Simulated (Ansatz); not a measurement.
Molecule: C4H5, charge -1, multiplicity 1. It need not be the lowest isomer of its formula. Whether it binds its extra electron was not tested at this geometry. 
Geometry from a B3LYP-D3(BJ)/def2-TZVP (Ansatz, a quantum-chemistry and plane-wave program) optimisation:
SMILES: C1[C@-]2[C@H]1C2
```xyz
9

C      0.0491     1.1076     0.2895
C      0.0351    -1.1069     0.2944
C      0.8330    -0.0063    -0.4426
C     -0.6956     0.0036    -0.3544
H      0.0118     1.1705     1.3920
H      0.0632     2.0901    -0.1855
H     -0.0030    -1.1644     1.3971
H      0.0367    -2.0915    -0.1763
H     -1.4380     0.0066    -1.1493
```
Charge -1, spin multiplicity 1.

Basis-set convergence of Hartree-Fock and MP2 correlation energies (hartree) with Ansatz. Cores are frozen in the correlated levels unless marked. No spin-orbit coupling. Non-relativistic. This anion needs diffuse functions, which these sets lack.

| basis | functions | E(HF) | E(corr, MP2) |
|---|---|---|---|
| cc-pVDZ | - | -154.21286 | -0.55983 |
| cc-pVTZ | 190 | … | … |

### Question
Some entries are withheld; supply them.

### Answer

- cc-pVTZ, E(HF): -154.25746
- cc-pVTZ, E(corr, MP2): -0.68416
